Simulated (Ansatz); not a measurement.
Basis-set extrapolation for `F/C=C/CF` (PBE0-D4/def2-TZVP geometry, frozen core, the Gaussian-basis code of Ansatz). Multiplicity 1, RHF reference.

```json
{"": "HF", "def2-TZVPP": "-314.906284", "def2-QZVPP": "-314.920198"}
{"": "MP2 correlation", "def2-TZVPP": "-0.980694", "def2-QZVPP": "-1.060854"}
{"": "CCSD(T) correlation", "def2-TZVPP": "-1.043560", "def2-QZVPP": "-1.118897"}
```

Energies in hartree. Use E(X) = E(∞) + A·exp(−7.88·√X) for Hartree–Fock and E(X) = E(∞) + B·X^(−2.97) for correlation, with X = 3 and 4.

What is the CCSD(T) energy at the basis-set limit?

HF limit: -314.920198 + (-0.013914) × 0.13774 = -314.92211. Correlation limit: -1.118897 + (-0.075337) × 0.74074 = -1.17470. Total: -316.09681 hartree, 385.9 kJ/mol below CCSD(T)/def2-TZVPP.
